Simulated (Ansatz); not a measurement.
Input file:

```yaml
crystal:
  periodic: [false, false, false]
  atoms:
    - {symbol: B, position_ang: [0.000000, 0.079752, 0.863775]}
    - {symbol: N, position_ang: [0.000000, -0.117617, -0.587927]}
    - {symbol: H, position_ang: [0.000000, 0.779045, -1.094669]}
basis:
  gaussian: {orbitals: 6-31G}
magnetization: {spin_polarized: false, initial_magnetization: 5}
correlation: {method: fci, electrons: outside_noble_gas}
```

```sh
$ ansatz run in.yaml --threads 1 --pin off --events-out ev --progress --plain --max-ram 2393MiB
```

Output:

```
466 factors; integrals over basis functions are off by at most 6.8e-8 eV
mean field evaluation 1: about -2155.7933 eV, gradient 2.1e1 eV
mean field evaluation 2: about -2155.7960 eV, gradient 2.1e1 eV
mean field evaluation 4: about -2159.0463 eV, gradient 1.8e0 eV
mean field evaluation 8: about -2159.0927 eV, gradient 1.5e-3 eV
mean field -2159.09268600 eV, -79.3451927250 hartree, gradient 6.8e-6 eV, S^2 8.750000; 0 other end points of the search recorded, 0 dependent functions left out
mean field evaluation 16: about -2159.0344 eV, gradient 2.4e0 eV
2 core orbitals not correlated: weight in the atoms' cores, before any rotation towards them, 1.000 or more for the frozen orbitals, at most 0.000 for the correlated occupied ones
reference -2159.09268600 eV, -79.3451927250 hartree; 7, 2 occupied and 11, 16 virtual orbitals, 466 factors
state -2161.50289918 eV, -79.4337664257 hartree
Total energy: -2161.50289918 eV, -79.4337664257 hartree
```

Natural occupations: 1.9792 1.9654 0.9990 0.9988 0.9961 0.9928 0.9910 0.0289 0.0170 0.0061 0.0056 0.0050 0.0049 0.0033 0.0029 0.0021 0.0010 0.0008.

Ran on 1 thread of Intel Xeon 6975P-C, shared host: 16 s wall, 0.34 GiB peak host memory.
